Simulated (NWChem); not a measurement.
System: Cl₂, triplet; SMILES of the neutral closed-shell parent ClCl

Excerpt of the output:

```
             Northwest Computational Chemistry Package (NWChem) 7.3.0
             --------------------------------------------------------

                             Geometry "geometry" -> ""
                             -------------------------

 Output coordinates in angstroms (scale by  1.889725989 to convert to a.u.)

  No.       Tag          Charge          X              Y              Z
 ---- ---------------- ---------- -------------- -------------- --------------
    1 Cl                  17.0000     0.00000000     0.00000000     1.24694200
    2 Cl                  17.0000     0.00000000     0.00000000    -1.24694200

 Effective nuclear repulsion energy (a.u.)      61.3229103523

                                 NWChem DFT Module
                                 -----------------

 Summary of "ao basis" -> "ao basis" (spherical)
 ------------------------------------------------------------------------------
       Tag                 Description            Shells   Functions and Types
 ---------------- ------------------------------  ------  ---------------------
 Cl                         def2-svp                 8       18   4s3p1d

 in cosmo_initialize ...
 calling solv_data for solv:octanol

 solvent parameters
 solvname_short: octanol
 solvname_long:  1-octanol
 dielec:        9.8629
 dielecinf:     2.0435
 nonaqueous SMD model solvent descriptors
 dielec:        9.8629
 sola:          0.3700
 solb:          0.4800
 solc:          0.0000
 solg:         39.0100
 solh:          0.0000
 soln:          1.4295

          ---------------
          -cosmo- solvent
          ---------------
 Cosmo: York-Karplus, doi: 10.1021/jp992097l
 dielectric constant -eps-     =   9.86
 screen = (eps-1)/(eps    )    =   0.89861
 surface charge correction     = lagrangian

   van der Waals surface
 --------------------------

 ---------- ATOMIC COORDINATES (A.U.) ------------ VDWR(ANG.) --
     1    0.00000000    0.00000000    2.35637870     2.380
     2    0.00000000    0.00000000   -2.35637870     2.380
 number of segments per atom =        128
 number of   points per atom =        128
 atom (   nspa,  nppa )
 ----------------------
    1 (    104,     0 )       0
    2 (    104,     0 )       0
 number of -cosmo- surface points =      208
 molecular surface =    107.752 angstrom**2
 molecular volume  =    102.354 angstrom**3
 -lineq- algorithm             =   0
 -bem- low  level              =   3
 -bem- from -octahedral-
 gaussian surface charge width =   4.50000
 degree of switching           =   1.00000
 switching function tolerance  =   0.00010
 atomic radii =
 --------------
    1 17.000  2.380
    2 17.000  2.380
 ...... end of -cosmo- initialization ......

 nat:                     2
 ixmem:                   309
 calling mnsol_interface()
 G(SMD-CDS) energy (kcal/mol)  =    -1.936
 SMD-CDS SASA (angstrom**2)    =    91.778

            General Information
            -------------------
          SCF calculation type: DFT
          Wavefunction type:  spin polarized.
          No. of atoms     :     2
          No. of electrons :    34
           Alpha electrons :    18
            Beta electrons :    16
          Charge           :     0
          Spin multiplicity:     3
          Use of symmetry is: off; symmetry adaption is: off
          Maximum number of iterations: 150
          AO basis - number of functions:    36
                     number of shells:    16
          Convergence on energy requested:  1.00D-06
          Convergence on density requested:  1.00D-05
          Convergence on gradient requested:  5.00D-04

              XC Information
              --------------
                       M05-2X Method XC Functional
                     Hartree-Fock (Exact) Exchange  0.560
                M05-2X metaGGA Exchange Functional  0.440
                      M05-2X Correlation Potential  1.000

             Grid Information
             ----------------
          Grid used for XC integration:  medium
          Radial quadrature: Mura-Knowles
          Angular quadrature: Lebedev.
          Tag              B.-S. Rad. Rad. Pts. Rad. Cut. Ang. Pts.
          ---              ---------- --------- --------- ---------
          Cl                  1.00       88           7.0       590
          Grid pruning is: on
          Number of quadrature shells:   176
          Spatial weights used:  Erf1

      Superposition of Atomic Density Guess
      -------------------------------------

[...]

                                COSMO-SMD solvation results
                                ---------------------------

             internal energy in gas <Psi(g)|H|Psi(g)> =      -919.978141132725
         internal energy in solvent <Psi(s)|H|Psi(s)> =      -919.978139150088
                               delta internal energy  =         0.000001982637 (    0.00 kcal/mol)
   total free energy in solvent <Psi(s)|H+V/2|Psi(s)> =      -919.978408160005
 polarization energy contribution <Psi(s)|V/2|Psi(s)> =        -0.000269009917 (   -0.17 kcal/mol)
    total free energy in solvent including G(SMD-CDS) =      -919.981493834835
                       G(SMD-CDS) energy contribution =        -0.003085674830 (   -1.94 kcal/mol)
     1 M fixed-concentration free energy of solvation =        -0.003352702110 (   -2.10 kcal/mol)

                    DFT Final Alpha Molecular Orbital Analysis
                    ------------------------------------------

 Vector   16  Occ=1.000000D+00  E=-4.282961D-01
              MO Center= -1.9D-08,  7.5D-09, -1.1D-05, r^2= 2.7D+00
   Bfn.  Coefficient  Atom+Function         Bfn.  Coefficient  Atom+Function
  ----- ------------  ---------------      ----- ------------  ---------------
    11      0.457402  1 Cl px                29     -0.457406  2 Cl px
     8      0.365776  1 Cl px                26     -0.365779  2 Cl px
     5      0.205121  1 Cl px                23     -0.205123  2 Cl px
    12     -0.070702  1 Cl py                30      0.070703  2 Cl py
     9     -0.056528  1 Cl py                27      0.056528  2 Cl py

 Vector   17  Occ=1.000000D+00  E=-3.977849D-01
              MO Center=  8.5D-11, -2.6D-08, -9.6D-06, r^2= 2.7D+00
   Bfn.  Coefficient  Atom+Function         Bfn.  Coefficient  Atom+Function
  ----- ------------  ---------------      ----- ------------  ---------------
    12      0.463917  1 Cl py                30     -0.463920  2 Cl py
     9      0.358764  1 Cl py                27     -0.358767  2 Cl py
     6      0.202761  1 Cl py                24     -0.202763  2 Cl py
    11      0.071696  1 Cl px                29     -0.071697  2 Cl px
     8      0.055458  1 Cl px                26     -0.055458  2 Cl px

 Vector   18  Occ=1.000000D+00  E=-3.646161D-01
              MO Center= -1.0D-09, -2.1D-09, -2.6D-06, r^2= 2.8D+00
   Bfn.  Coefficient  Atom+Function         Bfn.  Coefficient  Atom+Function
  ----- ------------  ---------------      ----- ------------  ---------------
    13      0.529058  1 Cl pz                31      0.529059  2 Cl pz
    10      0.391218  1 Cl pz                28      0.391219  2 Cl pz
     7      0.218053  1 Cl pz                25      0.218053  2 Cl pz
     3     -0.099883  1 Cl s                 21      0.099882  2 Cl s
     2      0.060664  1 Cl s                 20     -0.060664  2 Cl s

 Vector   19  Occ=0.000000D+00  E= 4.531087D-01
              MO Center= -1.2D-07, -1.0D-07,  4.1D-06, r^2= 3.6D+00
   Bfn.  Coefficient  Atom+Function         Bfn.  Coefficient  Atom+Function
  ----- ------------  ---------------      ----- ------------  ---------------
     3      1.440669  1 Cl s                 21      1.440664  2 Cl s
     4     -1.252763  1 Cl s                 22     -1.252758  2 Cl s
     2     -0.408752  1 Cl s                 20     -0.408750  2 Cl s
    13     -0.092343  1 Cl pz                31      0.092343  2 Cl pz
     1      0.055554  1 Cl s                 19      0.055554  2 Cl s

 Vector   20  Occ=0.000000D+00  E= 5.441587D-01
              MO Center= -1.7D-07, -1.6D-07, -3.1D-06, r^2= 4.0D+00
   Bfn.  Coefficient  Atom+Function         Bfn.  Coefficient  Atom+Function
  ----- ------------  ---------------      ----- ------------  ---------------
     4     -1.526252  1 Cl s                 22      1.526256  2 Cl s
     3      1.500499  1 Cl s                 21     -1.500503  2 Cl s
     2     -0.382117  1 Cl s                 20      0.382118  2 Cl s
    16      0.157880  1 Cl d  0              34     -0.157879  2 Cl d  0
    10      0.138711  1 Cl pz                28      0.138710  2 Cl pz

 Vector   21  Occ=0.000000D+00  E= 6.979581D-01
              MO Center= -4.1D-09, -2.0D-09,  1.4D-06, r^2= 2.5D+00
   Bfn.  Coefficient  Atom+Function         Bfn.  Coefficient  Atom+Function
  ----- ------------  ---------------      ----- ------------  ---------------
    16      0.665744  1 Cl d  0              34      0.665743  2 Cl d  0
    10      0.201244  1 Cl pz                28     -0.201245  2 Cl pz
     4     -0.175864  1 Cl s                 22     -0.175865  2 Cl s
     3      0.151480  1 Cl s                 21      0.151482  2 Cl s
    13     -0.109397  1 Cl pz                31      0.109398  2 Cl pz

                     DFT Final Beta Molecular Orbital Analysis
                     -----------------------------------------

 Vector   14  Occ=1.000000D+00  E=-4.191876D-01
              MO Center= -2.9D-08, -2.0D-07,  8.3D-06, r^2= 2.6D+00
   Bfn.  Coefficient  Atom+Function         Bfn.  Coefficient  Atom+Function
  ----- ------------  ---------------      ----- ------------  ---------------
    12      0.449514  1 Cl py                30      0.449511  2 Cl py
     9      0.330774  1 Cl py                27      0.330771  2 Cl py
     6      0.190969  1 Cl py                24      0.190968  2 Cl py
    11      0.069257  1 Cl px                29      0.069256  2 Cl px
     8      0.050981  1 Cl px                26      0.050981  2 Cl px

[...]
```

Level: M05-2X/def2-SVP, spin-unrestricted, SMD on the gas-phase geometry. The state is orbitally degenerate and is run as one real component. Geometry: optimised at PBE0/def2-SVP, spin-unrestricted. This spin state was assumed; another may lie lower. No stability test was run on the SCF state. Solvent: 1-octanol.

Reconstruct the input file.

One answer among several that fit: the input that was run:
```
start job
memory heap 200 mb stack 900 mb global 1100 mb
geometry units angstroms noautosym nocenter noautoz
  Cl     0.000000     0.000000     1.246942
  Cl     0.000000     0.000000    -1.246942
end
basis spherical
  * library def2-svp
end
dft
  odft
  mult 3
  xc m05-2x
  iterations 150
end
cosmo
  do_cosmo_smd true
  solvent octanol
end
task dft energy
```
